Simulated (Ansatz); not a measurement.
This geometry of ClH3Si + H2O (8 atoms, charge 0, multiplicity 1) is a first-order saddle point.

Computed with RKS LDA/def2-SVP in Ansatz.

```xyz
8
Properties=species:S:1:pos:R:3
Si -0.184 0.080 -0.065
Cl 0.053 0.602 2.232
H 1.187 -0.539 0.022
H -0.220 1.500 -0.533
H -0.751 -0.737 -1.231
O -1.888 -0.275 0.745
H -2.271 -1.163 0.576
H -1.582 -0.097 1.723
```

Question: Which two structures does it join? (They come from a converged band through this point; their orientation in space is the band's.)

Answer: Bonds broken: Si1–Cl2, O6–H8. Bonds formed: Si1–O6, Cl2–H8. ClH3Si + H2O becomes ClH + H4OSi.

First end point:

```xyz
8
Properties=species:S:1:pos:R:3
Si 0.214 0.037 -0.031
Cl 0.227 -0.145 2.056
H 1.682 0.044 -0.375
H -0.385 1.338 -0.455
H -0.386 -1.179 -0.670
O -2.406 0.047 0.702
H -2.632 -0.903 0.662
H -1.971 0.131 1.580
```

Last end point:

```xyz
8
Properties=species:S:1:pos:R:3
Si -0.343 -0.073 -0.411
Cl -0.394 0.790 2.878
H 0.867 -0.796 0.110
H -0.155 1.410 -0.397
H -0.649 -0.561 -1.803
O -1.708 -0.363 0.555
H -2.056 -1.275 0.566
H -1.219 0.239 1.969
```

Question: How far does it lie above each of them?

Answer: 0.51 eV above the first and 0.53 eV above the second. This is the barrier of this one path; another mechanism may lie lower. The orbitals stay closed-shell, which can raise the energy where a bond breaks towards radicals; this wasn't checked here.

Time of the run: 2.1 min on 1 thread of Arm Neoverse V1, with other jobs on the host, peak memory 0.15 GiB.
